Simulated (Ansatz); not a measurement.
`CC(CF)CF` + HCl → `CC(Cl)CF` + `CF` at 700 K and 1 bar (substitution at a C–C bond).

Calculated with Ansatz (gas phase, PBE0-D4/def2-TZVP geometries, no zero-point term in ΔE). CCSD(T)/CBS adds triple-zeta CCSD(T) − MP2 to the extrapolated MP2 energy (def2 sets, frozen cores). This one scheme is used for every species. One conformer a species, not always the lowest.

```
   species  CCSD(T)/CBS energy (Eh)  H − E (kJ/mol)  S (J/(mol·K))
`CC(CF)CF`               -356.60649           394.4          471.9
       HCl               -460.38127            38.4          211.8
`CC(Cl)CF`               -677.34151           300.7          428.7
      `CF`               -139.63461           133.6          263.9
```

H − E and S are ideal-gas, rigid-rotor, harmonic terms from PBE0-D4/def2-TZVP, for one conformer and one mirror image of each species. 1 Eh = 2625.50 kJ/mol, R = 8.31446 J/(mol·K).

Q: By hand: ΔE, ΔH, ΔS and ΔG.

A: ΔE = (-677.34151) + (-139.63461) − (-356.60649) − (-460.38127) = 0.01164 Eh = 30.6 kJ/mol. Δ(H − E) = 300.7 + 133.6 − 394.4 − 38.4 = 1.5, so ΔH = 32.1 kJ/mol. ΔS = 428.7 + 263.9 − 471.9 − 211.8 = 8.9 J/(mol·K). ΔG = 32.1 − 700 × (8.9)/1000 = 25.9 kJ/mol.

Q: By hand: the equilibrium constant, and the temperature at which ΔG would vanish if ΔH and ΔS stayed fixed.

A: log₁₀ K = −ΔG/(RT ln 10) = -1.9. ΔG = 0 at ΔH/ΔS = 3607 K, far beyond where these terms or the molecules hold.

The number of gas molecules stays the same, so ΔS is small and ΔH decides. A doubt of 5 kJ/mol in ΔE shifts log₁₀ K by 0.4 here. Other conformers and mirror images would add mixing entropy, several J/(mol·K) or more a flexible species. These are equilibria of isolated gas molecules and say nothing of rates. Largest T1 diagnostic: 0.010 (customary marks: 0.02 for closed shells, 0.045 for open ones).
